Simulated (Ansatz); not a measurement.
**AlSiH2 (quartet): B2PLYP, RPA-PBE over a scan of the distance Si1–Al2, cc-pVDZ**

Aim: run AlSiH2 (quartet) with these functionals over a scan of the distance Si1–Al2, and hold them against the top wave-function level at the same points.

Program: Ansatz 0.2.0, Gaussian basis. Level of theory: cc-pVDZ, all electrons in the functionals, frozen cores in the correlation of double hybrids and RPA. These are calculated values, not measurements.

To be run: B2PLYP, RPA-PBE, at 1.966 Å; 2.137 Å; 2.409 Å; 2.669 Å; 2.990 Å; 3.287 Å; 3.944 Å; 4.490 Å; 5.363 Å; 6.455 Å; 8.300 Å.

36 further runs of the same task are left out: 14 for a known fault of the program, 14 that didn't finish, 8 set aside as unsound or not needed.

## (1) What is computed

The geometry derives from a PBE0/def2-TZVP stationary point (not a proven minimum). One bond is set to the value named and the two fragments are kept rigid.

4 atoms, charge 0, spin multiplicity 4.

Atoms are counted from 1 here; the program's logs count them from 0.

Bond lengths: Si1–Al2 2.409 Å, Al2–H3 1.583 Å, Al2–H4 1.583 Å. Angles: Si1–Al2–H3 117.4°, Si1–Al2–H4 117.4°, H3–Al2–H4 125.2°.

No dispersion term is added.

The geometry shown and the zero of energy belong to the point 2.409 Å. The yardstick, UCCSDT(Q), and other wave-function levels (R restricted, U unrestricted, valence and pair active spaces) come from earlier runs.

## (2) B2PLYP, 1.966 Å

File in.yaml:

```yaml
crystal:
  periodic: [false, false, false]
  atoms:
    - {symbol: Si, position_ang: [0.000000, 0.000000, 1.024436]}
    - {symbol: Al, position_ang: [0.000000, 0.000000, -0.941564]}
    - {symbol: H, position_ang: [0.000000, 1.405470, -1.670214]}
    - {symbol: H, position_ang: [0.000000, -1.405470, -1.670214]}
basis:
  gaussian: {orbitals: cc-pVDZ}
magnetization: {spin_polarized: true, initial_magnetization: 3}
hamiltonian: {xc: {name: B2PLYP}}
correlation: {electrons: outside_noble_gas}
```

On the command line:

```bash
ansatz run in.yaml --threads 1 --pin off --events-out ev --progress --plain --max-ram 2393MiB
```

The runs that follow: B2PLYP, 2.137 Å; B2PLYP, 2.409 Å; B2PLYP, 2.669 Å; B2PLYP, 2.990 Å; B2PLYP, 3.287 Å; B2PLYP, 3.944 Å; B2PLYP, 4.490 Å; B2PLYP, 5.363 Å; B2PLYP, 6.455 Å; B2PLYP, 8.300 Å; RPA-PBE, 1.966 Å; RPA-PBE, 2.137 Å; RPA-PBE, 2.409 Å; RPA-PBE, 2.669 Å; RPA-PBE, 2.990 Å; RPA-PBE, 3.287 Å; RPA-PBE, 3.944 Å; RPA-PBE, 4.490 Å; RPA-PBE, 5.363 Å; RPA-PBE, 6.455 Å; RPA-PBE, 8.300 Å.

**Question.** What will the summary of the whole plan be? Wanted: span of the UCCSDT(Q) curve; largest miss, B2PLYP; largest miss, RPA-PBE.

The runs gave:

```
                   quantity                    value
span of the UCCSDT(Q) curve            42.2 kcal/mol
       largest miss, B2PLYP  -3.0 kcal/mol (1.966 Å)
      largest miss, RPA-PBE  -7.7 kcal/mol (8.300 Å)
```

**Reading.** Of the functionals, B2PLYP keep the smallest largest miss at the points compared (at most 3.0 kcal/mol) and RPA-PBE strays most (7.7 kcal/mol, at 8.300 Å). Functionals and the yardstick converge differently with the basis, so part of each miss in cc-pVDZ is the basis.
